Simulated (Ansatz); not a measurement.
C4H4F2 can be A, `F[C@@H]1C=C[C@H]1F`, or B, `FC1=CCC1F`.

Computed with Ansatz on PBE0-D4/def2-TZVP structures; ΔE is electronic, products minus reactants. CCSD(T)/CBS adds triple-zeta CCSD(T) − MP2 to the extrapolated MP2 energy (def2 sets, frozen cores). DFT in def2-TZVPP. B3LYP here is the variant with VWN-RPA as its local correlation; programs differ in this.

A:

```xyz
10

F     1.124   -1.568    0.842
C     0.737   -0.594   -0.046
C     0.679    0.814    0.470
C    -0.593    0.991    0.104
C    -0.786   -0.445   -0.284
F    -1.232   -0.692   -1.561
H     1.295   -0.735   -0.975
H     1.421    1.438    0.951
H    -1.265    1.839    0.091
H    -1.380   -1.047    0.409
```

B:

Z-matrix (Å, degrees):
```
C
C 1 1.553
C 1 1.517 2 86.5
H 1 1.091 2 111.7 3 115.8
H 1 1.093 2 115.3 3 -117.8
F 2 1.373 1 115.7 3 -120.7
C 2 1.491 1 84.8 3 -3.4
H 2 1.094 1 114.8 3 112.6
H 3 1.081 1 133.0 2 -173.4
F 7 1.318 2 129.5 1 -179.6
```

**Question.** Which isomer does CCSD(T)/CBS put lower? Give the gap. (Best estimate.)

**Answer.** Ansatz gave: A, by 2.5 kJ/mol.

**Question.** Give E(B) − E(A) in kJ/mol with r2SCAN-D4, CCSD/def2-TZVPP, B3LYP, PBE0-D4, HF/def2-TZVPP, PBE-D4, B3LYP-D4. (Estimate.)

**Answer.** Computed: r2SCAN-D4 -3.3, CCSD/def2-TZVPP 1.9, B3LYP 0.0, PBE0-D4 -3.9, HF/def2-TZVPP 7.4, PBE-D4 -5.9, B3LYP-D4 -0.1. The order is the other way round with r2SCAN-D4, PBE0-D4, PBE-D4.

**Question.** Does the order hold for the free energy at 298.15 K (harmonic terms from PBE0-D4)? (An estimate is asked.)

**Answer.** Ansatz gave: Too close to call: G(B) − G(A) = +1.3 kJ/mol.

Largest T1 diagnostic: 0.012.

From BLYP to BHLYP (50 % exact exchange), in def2-TZVPP and without D4, E(B) − E(A) moves by +4.1 kJ/mol. Leaving LDA and LC-ωPBE aside and taking each functional with its dispersion term where it has one, the values, not all of them listed here, spread over 8.7 kJ/mol, from PBE-D4 to BHLYP-D4. LDA lies −3.6 kJ/mol from PBE without D4.
